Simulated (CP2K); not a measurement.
# Si2H6O (disiloxane): revPBE-D3(BJ)/TZV2P-MOLOPT-PBE-GTH (core potential), part 2 of 2

CP2K 2026.2.

**3. The distorted shape**

calc.inp reads:

```
&GLOBAL
   PROJECT_NAME calc
   RUN_TYPE ENERGY
   PRINT_LEVEL MEDIUM
&END GLOBAL

&FORCE_EVAL
   METHOD QS
   &DFT
      BASIS_SET_FILE_NAME BASIS_MOLOPT_UZH
      POTENTIAL_FILE_NAME POTENTIAL_UZH
      ! Quickstep
      &QS
         METHOD GPW
         EPS_DEFAULT 1.0E-10
      &END QS
      ! real-space grids
      &MGRID
         CUTOFF 400
         REL_CUTOFF 50
         NGRIDS 4
      &END MGRID
      &POISSON
         PERIODIC NONE
         POISSON_SOLVER MULTIPOLE
      &END POISSON
      &SCF
         SCF_GUESS ATOMIC
         EPS_SCF 1.0E-06
         MAX_SCF 80
         ADDED_MOS 10
         &DIAGONALIZATION
            ALGORITHM STANDARD
         &END DIAGONALIZATION
         &MIXING
            METHOD PULAY_MIXING
            ALPHA 0.4
            NBUFFER 8
         &END MIXING
      &END SCF
      &XC
         &XC_FUNCTIONAL
            &PBE
               PARAMETRIZATION REVPBE
            &END PBE
         &END XC_FUNCTIONAL
         &VDW_POTENTIAL
            POTENTIAL_TYPE PAIR_POTENTIAL
            &PAIR_POTENTIAL
               TYPE DFTD3(BJ)
               PARAMETER_FILE_NAME dftd3.dat
               REFERENCE_FUNCTIONAL revPBE
               R_CUTOFF 15
            &END PAIR_POTENTIAL
         &END VDW_POTENTIAL
      &END XC
      &PRINT
         &MOMENTS
            PERIODIC F
            REFERENCE COM
            MAX_MOMENT 1
         &END MOMENTS
         &MO ON
            ENERGIES T
            OCCUPATION_NUMBERS T
            NDIGITS 6
            &EACH
               QS_SCF 0
            &END EACH
            ADD_LAST NUMERIC
         &END MO
         &HIRSHFELD OFF
         &END HIRSHFELD
      &END PRINT
   &END DFT
   ! atoms, cell and kinds
   &SUBSYS
      ! box in angstrom
      &CELL
         ABC 11.2 11.4 11.3
         PERIODIC NONE
      &END CELL
      &COORD
         Si    -0.880661     1.196907    -1.020638
         O      0.425550     0.090990    -0.245380
         Si     0.775570    -1.038810     0.881750
         H     -1.957641     0.370827    -1.626778
         H     -0.231011     2.016667    -2.071338
         H     -1.476541     2.087007     0.010212
         H      2.224270    -1.343130     0.800010
         H     -0.009310    -2.275600     0.628780
         H      0.448290    -0.527870     2.238910
      &END COORD
      &TOPOLOGY
         &CENTER_COORDINATES
         &END CENTER_COORDINATES
      &END TOPOLOGY
      &KIND Si
         BASIS_SET TZV2P-MOLOPT-PBE-GTH-q4
         POTENTIAL GTH-PBE-q4
      &END KIND
      &KIND O
         BASIS_SET TZV2P-MOLOPT-PBE-GTH-q6
         POTENTIAL GTH-PBE-q6
      &END KIND
      &KIND H
         BASIS_SET TZV2P-MOLOPT-PBE-GTH-q1
         POTENTIAL GTH-PBE-q1
      &END KIND
   &END SUBSYS
&END FORCE_EVAL
```

Launch:

```sh
$ OMP_NUM_THREADS=1 cp2k.psmp -i calc.inp > calc.out 2>&1
```

Output:

```text
CP2K| version string:                                       CP2K version 2026.2
 CP2K| Input file name                                                  calc.inp

 GLOBAL| Basis set file name                                    BASIS_MOLOPT_UZH
 GLOBAL| Potential file name                                       POTENTIAL_UZH
 GLOBAL| Coordinate file name                                      __STD_INPUT__
 GLOBAL| Method name                                                        CP2K
 GLOBAL| Project name                                                       calc
 GLOBAL| Run type                                                         ENERGY
 GLOBAL| FFT library                                                       FFTW3
 GLOBAL| Diagonalization library                                       ScaLAPACK
 GLOBAL| Global print level                                               MEDIUM
 GLOBAL| Total number of message passing processes                             1
 GLOBAL| Number of threads for this process                                    1
 GLOBAL| CPU model name                                                  UNKNOWN

 CELL| Volume [angstrom^3]:                                          1442.784000
 CELL| Vector a [angstrom]:      11.200     0.000     0.000   |a| =    11.200000
 CELL| Vector b [angstrom]:       0.000    11.400     0.000   |b| =    11.400000
 CELL| Vector c [angstrom]:       0.000     0.000    11.300   |c| =    11.300000
 CELL| Angle (b,c), alpha [degree]:                                    90.000000
 CELL| Angle (a,c), beta  [degree]:                                    90.000000
 CELL| Angle (a,b), gamma [degree]:                                    90.000000
 CELL| Numerically orthorhombic:                                             YES
 CELL| Periodicity                                                          NONE

 GENERATE|  Preliminary Number of Bonds generated:                             0
 GENERATE|  Achieved consistency in connectivity generation.

 PW_GRID| Information for grid number                                          1
 PW_GRID| Cutoff [a.u.]                                                     24.5
 PW_GRID| spherical cutoff:                                                   NO
 PW_GRID|   Bounds   1              0      49                Points:          50
 PW_GRID|   Bounds   2              0      49                Points:          50
 PW_GRID|   Bounds   3              0      49                Points:          50
 PW_GRID| Volume element (a.u.^3)  0.7789E-01     Volume (a.u.^3)      9736.3892
 PW_GRID| Grid span                                                    HALFSPACE

 DFT| Spin restricted Kohn-Sham (RKS) calculation                            RKS
 DFT| Multiplicity                                                             1
 DFT| Number of spin states                                                    1
 DFT| Charge                                                                   0
 DFT| Self-interaction correction (SIC)                                       NO
 DFT| Cutoffs: density                                              1.000000E-10
 DFT|          gradient                                             1.000000E-10
 DFT|          tau                                                  1.000000E-10
 DFT|          cutoff_smoothing_range                               0.000000E+00
 DFT| XC density smoothing                                                  NONE
 DFT| XC derivatives                                                          PW

 FUNCTIONAL| PBE:

 vdW POTENTIAL|                                                   Pair Potential
 vdW POTENTIAL|          DFT-D3 (Version 3.1)
 vdW POTENTIAL|          Potential Form: S. Grimme et al, JCP 132: 154104 (2010)
 vdW POTENTIAL|          BJ Damping: S. Grimme et al, JCC 32: 1456 (2011)
 vdW POTENTIAL|          Cutoff Radius [Bohr]:                             28.35
 vdW POTENTIAL|          s6 Scaling Factor:                               1.0000
 vdW POTENTIAL|          a1 Damping Factor:                               0.5238
 vdW POTENTIAL|          s8 Scaling Factor:                               2.3550
 vdW POTENTIAL|          a2 Damping Factor:                               3.5016
 vdW POTENTIAL|          Cutoff for CN calculation:                   0.1000E-05

 QS| Method:                                                                 GPW
 QS| Density plane wave grid type                        NON-SPHERICAL FULLSPACE
 QS| Number of grid levels:                                                    4
 QS| Density cutoff [a.u.]:                                                200.0
 QS| Multi grid cutoff [a.u.]: 1) grid level                               200.0
 QS|                           2) grid level                                66.7
 QS|                           3) grid level                                22.2
 QS|                           4) grid level                                 7.4
 QS| Grid level progression factor:                                          3.0
 QS| Relative density cutoff [a.u.]:                                        25.0
 QS| Interaction thresholds: eps_pgf_orb:                                1.0E-05
 QS|                         eps_filter_matrix:                          0.0E+00
 QS|                         eps_core_charge:                            1.0E-12
 QS|                         eps_rho_gspace:                             1.0E-10
 QS|                         eps_rho_rspace:                             1.0E-10
 QS|                         eps_gvg_rspace:                             1.0E-05
 QS|                         eps_ppl:                                    1.0E-02
[... 140 lines left out ...]
  Step     Update method      Time    Convergence         Total energy    Change
[... 1 line left out ...]
  Decoupling Energy:                                               0.0000069027
[... 1 line left out ...]
  Decoupling Energy:                                               0.0000069518
[... 1 line left out ...]
  Decoupling Energy:                                               0.0000255282
[... 1 line left out ...]
  Decoupling Energy:                                               0.0000457601
[... 1 line left out ...]
  Decoupling Energy:                                               0.0000553023
[... 1 line left out ...]
  Decoupling Energy:                                               0.0000679708
[... 1 line left out ...]
  Decoupling Energy:                                               0.0000752477
[... 1 line left out ...]
  Decoupling Energy:                                               0.0000804960
[... 1 line left out ...]
  Decoupling Energy:                                               0.0000824917
[... 1 line left out ...]
  Decoupling Energy:                                               0.0000836256
[... 1 line left out ...]
  Decoupling Energy:                                               0.0000840137
[... 1 line left out ...]
  Decoupling Energy:                                               0.0000842084
[... 1 line left out ...]
  Decoupling Energy:                                               0.0000842142
[... 1 line left out ...]
  Decoupling Energy:                                               0.0000842166
[... 1 line left out ...]
  Decoupling Energy:                                               0.0000842069
[... 1 line left out ...]
  Decoupling Energy:                                               0.0000842035
[... 1 line left out ...]
  Decoupling Energy:                                               0.0000841991
[... 1 line left out ...]
  Decoupling Energy:                                               0.0000841973
[... 2 lines left out ...]
  *** SCF run converged in    18 steps ***

  Electronic density on regular grids:        -20.0000000006       -0.0000000006
  Core density on regular grids:               19.9999999979       -0.0000000021
  Total charge density on r-space grids:       -0.0000000026
  Total charge density g-space grids:          -0.0000000026

  Overlap energy of the core charge distribution:               0.00000006199713
  Self energy of the core charge distribution:                -70.49628098791032
  Core Hamiltonian energy:                                     19.17333470192447
  Hartree energy:                                              31.90443912501738
  Exchange-correlation energy:                                 -8.08744352968164
  Dispersion energy:                                           -0.01349458525425

  Total energy:                                               -27.51944521390724

 MO| EIGENVALUES AND OCCUPATION NUMBERS
 MO|
 MO|  Index      Eigenvalue [a.u.]        Eigenvalue [eV]             Occupation
 MO|      1              -0.871286             -23.708898               2.000000
 MO|      2              -0.520827             -14.172419               2.000000
 MO|      3              -0.461767             -12.565315               2.000000
[... 16 lines of this table left out ...]
 MO|     20               0.117363               3.193612               0.000000
 MO| Sum:                                                              20.000000
 MO| E(Fermi):           -0.253321 a.u.         -6.893221 eV
 MO| Band gap:            0.195051 a.u.          5.307609 eV

 !-----------------------------------------------------------------------------!
                     Mulliken Population Analysis

 #  Atom  Element  Kind  Atomic population                           Net charge
       1     Si       1          3.378052                              0.621948
       2     O        2          6.655744                             -0.655744
       3     Si       1          3.480666                              0.519334
[... 5 lines of this table left out ...]
       9     H        3          1.096529                             -0.096529
 # Total charge                             20.000000                 -0.000000

 !-----------------------------------------------------------------------------!

 ELECTRIC/MAGNETIC MOMENTS
  Reference Point [Bohr]             10.39932391     11.10006459     10.32903784
  Charges
    Electronic=    -20.00000000    Core=    20.00000000    Total=    -0.00000000
  Dipoles are based on the traditional operator.
  Dipole moment [Debye]
    X= -0.1106261E+01 Y=  0.8751143E+00 Z= -0.5865137E+00  Total=      1.5276243

 ENERGY| Total FORCE_EVAL ( QS ) energy [hartree]            -27.519445213907236

 MEMORY| Estimated peak process memory [MiB]                                1770

 -------------------------------------------------------------------------------
 ----                             MULTIGRID INFO                            ----
 -------------------------------------------------------------------------------
 count for grid        1:          21129          cutoff [a.u.]          200.00
 count for grid        2:          15001          cutoff [a.u.]           66.67
 count for grid        3:          10709          cutoff [a.u.]           22.22
 count for grid        4:           3773          cutoff [a.u.]            7.41
 total gridlevel count  :          50612

 -------------------------------------------------------------------------------
 -                                                                             -
 -                                T I M I N G                                  -
 -                                                                             -
 -------------------------------------------------------------------------------
 SUBROUTINE                       CALLS  ASD         SELF TIME        TOTAL TIME
                                MAXIMUM       AVERAGE  MAXIMUM  AVERAGE  MAXIMUM
 CP2K                                 1  1.0    0.163    0.163   34.202   34.202
 qs_energies                          1  2.0    0.000    0.000   33.394   33.394
 scf_env_do_scf                       1  3.0    0.000    0.000   32.769   32.769
 scf_env_do_scf_inner_loop           18  4.0    0.001    0.001   32.769   32.769
 qs_ks_update_qs_env                 18  5.0    0.000    0.000   25.783   25.783
 rebuild_ks_matrix                   18  6.0    0.000    0.000   25.781   25.781
 qs_ks_build_kohn_sham_matrix        18  7.0    0.002    0.002   25.781   25.781
 qs_vxc_create                       18  8.0    0.000    0.000   20.402   20.402
 xc_vxc_pw_create                    18  9.0    0.205    0.205   20.402   20.402
 fft_wrap_pw1pw2                    329 10.1    0.005    0.005   18.559   18.559
 fft_wrap_pw1pw2_200                218 11.4    2.377    2.377   18.100   18.100
 xc_rho_set_and_dset_create          18 10.0    0.148    0.148   12.922   12.922
 fft3d_s                            330 12.0    9.967    9.967    9.974    9.974
 xc_pw_derive                       108 11.0    0.001    0.001    9.895    9.895
 xc_functional_eval                  18 11.0    0.000    0.000    8.575    8.575
 -------------------------------------------------------------------------------

 -------------------------------------------------------------------------------
```

Wall time 35 s (1 thread of Arm Neoverse V2, shared host); peak memory 1.8 GiB.

**4. What came out**

What follows sums up all 2 parts.

Level: revPBE-D3(BJ)/TZV2P-MOLOPT-PBE-GTH (core potential).

| quantity | value |
| --- | --- |
| first shape: total energy | -27.54074 Eh |
| first shape: dipole moment | 0.26 D |
| first shape: HOMO energy | -7.30 eV |
| first shape: LUMO energy | -1.05 eV |
| first shape: HOMO–LUMO gap | 6.25 eV |
| first shape: dispersion energy | -37.18 kJ/mol |
| distorted shape: total energy | -27.51945 Eh |
| distorted shape: dipole moment | 1.53 D |
| distorted shape: HOMO energy | -6.89 eV |
| distorted shape: LUMO energy | -1.59 eV |
| distorted shape: HOMO–LUMO gap | 5.31 eV |
| distorted shape: dispersion energy | -35.43 kJ/mol |
| energy change with the Si1–O2 bond stretched from 1.634 to 1.879 Å | 0.579 eV |

What this shows: With the Si1–O2 bond stretched from 1.634 to 1.879 Å the energy rises by 0.58 eV (13.4 kcal/mol). The first shape isn't relaxed at this level, so the change isn't measured from a minimum.
